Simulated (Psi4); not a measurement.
# A workflow on CH2BCl (SMILES B[C]Cl)

Aim: a structure relaxation (U-wB97X-D/def2-SVP), then the harmonic vibrations, then the vertical excitations (TD-wB97X-D/def2-SVP) of CH2BCl. 

Program for the calculation: Psi4 1.11.

## 1. The system as given

CH2BCl has 5 atoms, charge 0, and is taken as a triplet. SMILES: `B[C]Cl`. The coordinates come from a GFN2-xTB relaxation. The run starts from this shape.

Bond lengths: B1–C2 1.474 Å, C2–Cl3 1.628 Å, B1–H4 1.177 Å, B1–H5 1.169 Å. Angles: B1–C2–Cl3 141.8°, C2–B1–H4 120.1°, C2–B1–H5 119.8°, H4–B1–H5 120.1°.

## 2. A structure relaxation at U-wB97X-D/def2-SVP (density fitting) (run 1)

Contents of job.dat:

```
memory 1600 MB

molecule {
  0 3
  B      0.414180     0.139370    -0.472520
  C     -0.487440     0.280880     0.684730
  Cl    -1.470630    -0.583120     1.652980
  H      0.575730    -0.915570    -0.969770
  H      0.968160     1.078440    -0.895430
}

set {
  reference uks
  geom_maxiter 60
}

e, wfn = opt("wb97x-d/def2-SVP", return_wfn=True)
print_variables()
```

Launch:

```sh
psi4 job.dat job.out -n 1
```

job.out:

```text
[...]
  Running in c1 symmetry.
[...]
  Nuclear repulsion =   71.802307569803247
[...]
  Multiplicity = 3
[...]
  Nalpha       = 16
  Nbeta        = 14
[...]
    Number of basis functions: 56
[...]
   @DF-UKS iter   1:  -523.86445998951910   -3.79486e-01   7.29765e-03 ADIIS/DIIS
[...]
   @DF-UKS iter   8:  -524.00570342907076   -2.16005e-12   6.03609e-09 DIIS
[...]
   @S^2 Observed:                2.007008505E+00
[...]
    Orbital Energies [Eh]
    ---------------------
    Alpha Occupied:
       1A   -101.727262     2A    -10.384536     3A     -9.634805
       4A     -7.387243     5A     -7.380865     6A     -7.379649
       7A     -6.884600     8A     -1.014950     9A     -0.754698
      10A     -0.602967    11A     -0.507829    12A     -0.497460
      13A     -0.494597    14A     -0.431972    15A     -0.338728
      16A     -0.329575
    Alpha Virtual:
      17A      0.048091    18A      0.130226    19A      0.207838
      20A      0.226150    21A      0.287528    22A      0.293278
      23A      0.341537    24A      0.398159    25A      0.469905
[...]
  @DF-UKS Final Energy:  -524.00570342907076
   => Energetics <=
    Nuclear Repulsion Energy =             70.6015852637069656
    One-Electron Energy =                -859.7296981950912595
    Two-Electron Energy =                 292.6643227591389973
    DFT Exchange-Correlation Energy =     -27.5411209738999290
    Empirical Dispersion Energy =          -0.0007922829255551
    VV10 Nonlocal Energy =                  0.0000000000000000
    Total Energy =                       -524.0057034290707634
[...]
 Multipole Moments:
 ------------------------------------------------------------------------------------
     Multipole            Electronic (a.u.)      Nuclear  (a.u.)        Total (a.u.)
 ------------------------------------------------------------------------------------
 L = 1.  Multiply by 2.5417464519 to convert [e a0] to [Debye]
 Dipole X            :         -2.5287492            2.3990314           -0.1297178
 Dipole Y            :         -0.7456139            0.5837878           -0.1618261
 Dipole Z            :          2.9182816           -2.8032323            0.1150494
 Magnitude           :                                                    0.2371724
[...]
  -Total Gradient:
     Atom            X                  Y                   Z
    ------   -----------------  -----------------  -----------------
       1       -0.000119397887    -0.000244981438     0.000130796051
       2       -0.000051488207    -0.000036382957     0.000037899670
       3       -0.000166670807    -0.000277436091     0.000128586363
       4       -0.000064997716     0.000007378191     0.000063534356
       5       -0.000173683749    -0.000022275394     0.000189881260
[...]
    Final optimized geometry and variables:
    Molecular point group: c1
    Full point group: C1
    Geometry (in Angstrom), charge = 0, multiplicity = 3:
    B            1.269400741488     0.425787621550    -1.449956835246
    C            0.353426738027     0.625589250946    -0.261026267601
    CL          -0.614603672160    -0.368782299468     0.656286933268
    H            1.397474778910    -0.680815963758    -1.920162917968
    H            1.852736241090     1.376568623104    -1.904179794359
  Variable Map:
  ----------------------------------------------------------------------------
  "CURRENT ENERGY"                       =>    -524.005703429071
  "CURRENT REFERENCE ENERGY"             =>    -524.005703429071
  "DD SOLVATION ENERGY"                  =>       0.000000000000
[...]
```

Standard output:

```text
Optimizer: Optimization complete!
```

Run time: 22 s. Hardware: 1 thread of Intel Xeon 6975P-C (Granite Rapids), shared host; peak memory 0.41 GiB.

Step by step:

```
step  energy from the first frame kept (eV)  largest force (eV/Å)
   0                                 0.0000                1.0364
   1                                -0.0724                0.4665
   2                                -0.0807                0.2157
   3                                -0.0827                0.1442
   4                                -0.0787                0.2818
   5                                -0.0839                0.0237
   6                                -0.0838                0.0179
```

After the run. Bond lengths: B1–C2 1.514 Å, C2–Cl3 1.664 Å, B1–H4 1.209 Å, B1–H5 1.204 Å. Angles: B1–C2–Cl3 134.9°, C2–B1–H4 119.4°, C2–B1–H5 119.0°, H4–B1–H5 121.6°.

## 3. The harmonic vibrations at U-wB97X-D/def2-SVP (density fitting) (run 2)

Contents of ch2bcl.sdf:

```

     RDKit          3D

  5  4  0  0  0  0  0  0  0  0999 V2000
    0.4167    0.1704   -0.4676 B   0  0  0  0  0  0  0  0  0  0  0  0
   -0.4993    0.3702    0.7214 C   0  0  0  0  0  2  0  0  0  0  0  0
   -1.4674   -0.6242    1.6387 Cl  0  0  0  0  0  0  0  0  0  0  0  0
    0.5447   -0.9362   -0.9378 H   0  0  0  0  0  0  0  0  0  0  0  0
    1.0000    1.1212   -0.9218 H   0  0  0  0  0  0  0  0  0  0  0  0
  2  1  1  0
  3  2  1  0
  4  1  1  0
  5  1  1  0
M  RAD  1   2   3
M  END
$$$$
```

Contents of job.py:

```python
import psi4
from rdkit import Chem

psi4.set_memory(1600000000)
psi4.set_num_threads(1)
psi4.set_output_file('output.dat', False)

rd = Chem.SDMolSupplier('ch2bcl.sdf', removeHs=False, sanitize=False)[0]
xyz = rd.GetConformer().GetPositions()
atoms = '\n'.join(f'{a.GetSymbol()} {x:.4f} {y:.4f} {z:.4f}' for a, (x, y, z) in zip(rd.GetAtoms(), xyz))
geom = psi4.geometry('0 3\n' + atoms + '')

psi4.set_options({
    'basis': 'def2-SVP',
    'reference': 'uks',
    't': 400.0,
    'rotational_symmetry_number': 1,
})

e_tot = psi4.frequencies("wb97x-d")
print('E =', round(e_tot, 9))
```

Launch:

```sh
python job.py
```

output.dat, cut to the lines that bear on the results:

```text
[...]
  Running in c1 symmetry.
[...]
  Nuclear repulsion =   70.599470758230964
[...]
  Multiplicity = 3
[...]
  Nalpha       = 16
  Nbeta        = 14
[...]
    Number of basis functions: 56
[...]
   @DF-UKS iter   1:  -523.89014076360615   -4.95260e-01   6.50468e-03 DIIS/ADIIS
[...]
   @DF-UKS iter  14:  -524.00570342885328   -7.95808e-13   4.57349e-09 DIIS
[...]
   @S^2 Observed:                2.007010518E+00
[...]
  @DF-UKS Final Energy:  -524.00570342885328
   => Energetics <=
    Nuclear Repulsion Energy =             70.6000298802403421
    One-Electron Energy =                -859.7266326946488562
    Two-Electron Energy =                 292.6627828136485050
    DFT Exchange-Correlation Energy =     -27.5410910634706916
    Empirical Dispersion Energy =          -0.0007923646224556
    VV10 Nonlocal Energy =                  0.0000000000000000
    Total Energy =                       -524.0057034288532805
[...]
 Multipole Moments:
[...]
  -Total Gradient:
     Atom            X                  Y                   Z
    ------   -----------------  -----------------  -----------------
       1       -0.000193643762    -0.000688801796     0.000086467285
       2       -0.000055072790    -0.000116049430     0.000055483395
       3       -0.000202750571    -0.000287061775     0.000148907720
       4       -0.000129575268     0.000305056000     0.000236670440
       5        0.000004074592     0.000215419412     0.000021846693
[...]
  ==> Harmonic Vibrational Analysis <==
[...]
  Freq [cm^-1]                 275.3418            359.5256            694.2282
[...]
  IR activ [km/mol]             0.5831              0.1664             75.2428
[...]
  Freq [cm^-1]                 856.0295            925.2893           1142.2080
[...]
  IR activ [km/mol]            14.7105             31.2359             31.9483
[...]
  Freq [cm^-1]                1296.0478           2578.6365           2684.2457
[...]
  IR activ [km/mol]            10.0884             66.8570             100.4134
[...]
  Total E_0, Enthalpy at 0 [K]                                                         -523.98107306 [Eh]
[...]
  Total H, Enthalpy at  400.00 [K]                                                     -523.97387156 [Eh]
[...]
  Total G, Gibbs energy at  400.00 [K]                                                 -524.01871885 [Eh]
[...]
```

The script printed:

```text
Warning: used thermodynamics relations inappropriate for low-frequency modes: ['275.3418' '359.5256']
E = -524.005703584
```

Run time: 92 s. Hardware: 1 thread of Intel Xeon 6975P-C (Granite Rapids), shared host; peak memory 0.43 GiB.

## 4. The excited states at TD-wB97X-D/def2-SVP (density fitting, save jk yes) (run 3)

Contents of run.py:

```python
import psi4

psi4.set_memory(1600000000)
psi4.set_num_threads(1)
psi4.set_output_file('run.log', False)

molecule = psi4.geometry("""
0 3
B      0.416651     0.170395    -0.467561
C     -0.499323     0.370197     0.721369
Cl    -1.467354    -0.624175     1.638683
H      0.544725    -0.936208    -0.937767
H      0.999986     1.121176    -0.921784
""")

psi4.set_options({
    'basis': 'def2-SVP',
    'reference': 'uks',
    'save_jk': True,
})

from psi4.driver.procrouting.response.scf_response import tdscf_excitations
energy_value, wavefunction = psi4.energy('WB97X-D', return_wfn=True)
states = tdscf_excitations(wavefunction, states=6, tda=False)
for k, s in enumerate(states, 1):
    print(f"root {k}: {s['EXCITATION ENERGY'] * 27.211386:.4f} eV  f = {s['OSCILLATOR STRENGTH (LEN)']:.4f}  {s['SYMMETRY']}")
print(f'WB97X-D energy: {energy_value:.10f} Eh')
```

Launch:

```sh
python run.py
```

run.log, cut to the lines that bear on the results:

```text
[...]
  Running in c1 symmetry.
[...]
  Nuclear repulsion =   70.601566412468884
[...]
  Multiplicity = 3
[...]
  Nalpha       = 16
  Nbeta        = 14
[...]
    Number of basis functions: 56
[...]
   @DF-UKS iter   1:  -523.89011535959150   -4.95114e-01   6.50569e-03 DIIS/ADIIS
[...]
   @DF-UKS iter  10:  -524.00570343328263   -2.29758e-08   4.70526e-07 DIIS
[...]
   @S^2 Observed:                2.007008770E+00
[...]
  @DF-UKS Final Energy:  -524.00570343328263
   => Energetics <=
    Nuclear Repulsion Energy =             70.6015664124688840
    One-Electron Energy =                -859.7296361585742943
    Two-Electron Energy =                 292.6642788306811553
    DFT Exchange-Correlation Energy =     -27.5411202352803457
    Empirical Dispersion Energy =          -0.0007922825780311
    VV10 Nonlocal Energy =                  0.0000000000000000
    Total Energy =                       -524.0057034332826333
[...]
 Multipole Moments:
 ------------------------------------------------------------------------------------
     Multipole            Electronic (a.u.)      Nuclear  (a.u.)        Total (a.u.)
 ------------------------------------------------------------------------------------
 L = 1.  Multiply by 2.5417464519 to convert [e a0] to [Debye]
 Dipole X            :         -2.5287479            2.3990314           -0.1297165
 Dipole Y            :         -0.7456070            0.5837884           -0.1618186
 Dipole Z            :          2.9182826           -2.8032324            0.1150501
 Magnitude           :                                                    0.2371669
[...]
**********                               WARNING                                **********
**********       The names of excited state variables changed between 1.5       **********
[...]
**********                               WARNING                                **********
**********  Length-gauge rotatory strengths are **NOT** gauge-origin invariant  **********
[...]
                                    Excitation Energy         Total Energy        Oscillator Strength             Rotatory Strength
[...]
Excited State    1 (1 A):   0.15116 au   301.42 nm f = 0.0000
[...]
Excited State    3 (1 A):   0.19119 au   238.32 nm f = 0.0001
[...]
Excited State    4 (1 A):   0.19754 au   230.66 nm f = 0.0942
[...]
Excited State    5 (1 A):   0.20316 au   224.27 nm f = 0.0012
[...]
Excited State    6 (1 A):   0.20377 au   223.60 nm f = 0.0016
[...]
```

Standard output:

```text
root 1: 4.1133 eV  f = 0.0000  A
root 2: 4.7266 eV  f = 0.0001  A
root 3: 5.2025 eV  f = 0.0001  A
root 4: 5.3753 eV  f = 0.0942  A
root 5: 5.5284 eV  f = 0.0012  A
root 6: 5.5448 eV  f = 0.0016  A
WB97X-D energy: -524.0057034333 Eh
```

Wall time 14 s (1 thread of Intel Xeon 6975P-C (Granite Rapids), shared host); peak memory 0.38 GiB.

The roots found:

```
excited state  energy (eV)  strength  label
            1        4.113    0.0000    A 1
            2        4.727    0.0001    A 1
            3        5.202    0.0001    A 1
            4        5.375    0.0942    A 1
            5        5.528    0.0012    A 1
            6        5.545    0.0016    A 1
```

## 5. Results

| quantity | value |
| --- | --- |
| run 1, U-wB97X-D/def2-SVP: total energy at the end | -524.00570 Eh |
| run 1, U-wB97X-D/def2-SVP: dipole moment | 0.60 D |
| run 1, U-wB97X-D/def2-SVP: HOMO energy (highest over α and β) | -8.97 eV |
| run 1, U-wB97X-D/def2-SVP: LUMO energy (lowest over α and β) | -1.74 eV |
| run 1, U-wB97X-D/def2-SVP: dispersion energy | -2.08 kJ/mol |
| run 1, U-wB97X-D/def2-SVP: ⟨S²⟩ | 2.007 |
| run 2, U-wB97X-D/def2-SVP: lowest harmonic wavenumber | 275 cm⁻¹ |
| run 2, U-wB97X-D/def2-SVP: highest harmonic wavenumber | 2684 cm⁻¹ |
| run 2, U-wB97X-D/def2-SVP: zero-point energy | 64.7 kJ/mol |
| run 2, U-wB97X-D/def2-SVP: ideal-gas entropy at 400 K (symmetry number 1 as used) | 70.4 cal/(mol K) |
| run 3, TD-wB97X-D/def2-SVP: ground-state or mean-field energy | -524.00570 Eh |
| run 3, TD-wB97X-D/def2-SVP: dipole moment (wB97X-D Kohn–Sham density) | 0.60 D |
| run 3, TD-wB97X-D/def2-SVP: HOMO energy (wB97X-D Kohn–Sham orbitals) (highest over α and β) | -8.97 eV |
| run 3, TD-wB97X-D/def2-SVP: LUMO energy (wB97X-D Kohn–Sham orbitals) (lowest over α and β) | -1.74 eV |
| run 3, TD-wB97X-D/def2-SVP: dispersion energy | -2.08 kJ/mol |
| run 3, TD-wB97X-D/def2-SVP: ⟨S²⟩ of the reference determinant | 2.007 |
| run 3, TD-wB97X-D/def2-SVP: lowest excitation energy | 4.11 eV |

What this shows: The optimisation (run 1, U-wB97X-D/def2-SVP) took 7 steps and changed the energy by -0.084 eV. All 9 modes (run 2, U-wB97X-D/def2-SVP) are real, so the shape is a minimum at this level. The brightest of the 6 transitions from the ground state lies at 5.38 eV (231 nm, f = 0.094); the lowest, at 4.11 eV, has f = 0.000.
